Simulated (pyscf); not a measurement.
PySCF, gas phase, ωB97X-D3(BJ)/def2-SVP geometries.

Cl–GaH₂ + CH₃• → H₃C–Cl + GaH₂•
Surface: doublet. Broken: Cl–Ga. Formed: C–Cl. Give ΔE‡ and ΔE from ωB97M-D3(BJ)/def2-TZVP, relative to the separated reactants.

ΔE‡ = 1.14 eV, ΔE = +0.90 eV. Zero-point energy shifts the barrier by +0.12 eV. It is an atom transfer, with an imaginary mode of 711i cm⁻¹. On the reactant side the descent ends in a bound adduct (not fully relaxed), 0.40 eV under the separated species and 1.58 eV under the saddle at ωB97X-D3(BJ)/def2-TZVP. On the product side the descent ends in an adduct with a Cl–Ga contact, 0.41 eV under the separated species and 0.54 eV under the saddle at ωB97X-D3(BJ)/def2-TZVP. What is counted as broken (Cl–Ga) persists as a longer contact in the product adduct; parting that adduct is a step of its own. One saddle was located; it need not be the lowest between these sides. The angle at the transferred Cl is 134°. Elements up to Kr have no core potential and no relativistic terms here.
